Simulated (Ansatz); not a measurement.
Reaction (SMILES): [O]Cl (O-Cl) → Cl atom + O atom
B3LYP-D3(BJ)/def2-TZVP geometries, fixed; electronic energies without zero-point terms.

Basis-set convergence of the atomisation energy at PBE with Ansatz (a quantum-chemistry and plane-wave program). Cartesian d functions, on some or all atoms, in 6-31G**, 6-311G**; all else is spherical. The program fits the integrals of some runs and decomposes those of others, by size. Open shells are unrestricted. No added dispersion term, no relativity. Functions are those of the species that has most. Reference: the value in aug-cc-pV(5+d)Z, 81.76 kcal/mol, itself unsure by roughly 0.05 kcal/mol (its mean distance from pcseg-4, aug-pcseg-3, aug-cc-pV(Q+d)Z). Deviations are taken from unrounded values.

```
basis        functions
-----------  ---------
STO-3G              14
3-21G               22
6-31G               22
pcseg-0             22
pcseg-1             32
6-31G**             34
6-311G**            45
aug-pcseg-1         50
pcseg-2             64
aug-pcseg-2         96
pcseg-3            124
aug-pcseg-3        174
pcseg-4            206
```

Q: Which is the smallest set listed that can be trusted to 4 kcal/mol here, that is, within that of the reference together with its larger relatives (same family, alike in diffuse functions; a set with none to test it counts only in the reference's own line)?

A: The smallest set listed that lies within 4 kcal/mol of the reference with all its larger relatives (same family, alike in diffuse functions; a set with none counts only in the reference's own line) is pcseg-2 (64 functions, -2.41 kcal/mol off). Value minus reference: STO-3G -23.45, 3-21G -34.23, 6-31G -39.25, pcseg-0 -40.08, pcseg-1 -10.67, 6-31G** -7.81, 6-311G** -12.33, aug-pcseg-1 -7.25, pcseg-2 -2.41, aug-pcseg-2 -1.18, pcseg-3 -0.20, aug-pcseg-3 0.00, pcseg-4 0.03 kcal/mol.
